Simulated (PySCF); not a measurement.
**How methods differ on the ionisation energy of Be**

Be [He] 2s2 (1S) → Be⁺ [He] 2s1 (2S), as a difference of total energies. Computed with PySCF 2.14 in aug-cc-pVDZ-DK, with scalar relativity by spin-free X2C-1e. Correlated levels: valence: 1s2 frozen. The calculations carry no spin-orbit coupling.

Problem. Order these methods by the ionisation energy they give, lowest first.
A. SCS-MP2 (valence)
B. UHF
C. M06-2X
D. MP2 (valence)

Solution. B (8.076 eV), D (8.777 eV), A (8.917 eV), C (9.097 eV).

Errors of the correlated levels include the incompleteness of this basis and the frozen core.

With two correlated electrons CCSD is exact in that space.

For comparison: 9.323 eV (measured; NIST Atomic Spectra Database, ionization energies).
